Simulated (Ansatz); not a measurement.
Energy needed to pull apart BSiH5O (SMILES OB[SiH3]), closed shell, into free ground-state atoms, from the structure below (displaced at random from a GFN2-xTB minimum); no zero-point or spin–orbit terms; open-shell atoms are treated unrestricted, in their ground-state multiplicity.

O1  (-1.340, 0.218, -1.171)
B2  (-0.340, 0.692, -0.465)
Si3  (0.640, -0.628, 0.662)
H4  (-1.817, 0.846, -1.744)
H5  (0.041, 1.891, -0.535)
H6  (0.663, -0.253, 2.137)
H7  (2.040, -0.728, 0.406)
H8  (0.092, -1.961, 0.674)
(Å)

Program: Ansatz 0.2.0. Basis: def2-TZVPP. Cores are frozen in the correlated methods.

| method | atomization energy (kJ/mol) |
| --- | --- |
| PBE-D4 | ? |
| r2SCAN-D4 | 2667 |
| PBE0-D4 | 2638 |
| r2SCANh-D4 | 2653 |
| r2SCAN0-D4 | 2633 |
| wB97M-V | 2668 |
| HF | ? |
| MP2 | 2612 |
| CCSD | 2565 |
| CCSD(T) | 2593 |

Task: What does HF give? (Judge from chemistry; the value comes from the calculation.)

Result: By the calculation: 2007 kJ/mol, which is about 587 kJ/mol less than CCSD(T)/def2-TZVPP.

Task: What does PBE-D4 give? (An estimate is asked for; the value comes from the calculation.)

Result: The calculation gives: 2670 kJ/mol, which is about 76 kJ/mol more than CCSD(T)/def2-TZVPP.

In triple zeta the MP2 and coupled-cluster atomization energies are still short of their basis limit by a few kcal/mol a bond, whereas those of the functionals are nearly converged, so these differences are not deviations from converged CCSD(T).

No T1 diagnostic of these runs exceeds 0.015.

For scale, one of the runs: CCSD(T)/def2-TZVPP forces, 174 basis functions (an equivalent command: `ansatz run in.yaml --threads 4`). Hardware: 4 CPU threads, shared host. Wall time 78 s; peak host memory 2.9 GiB.
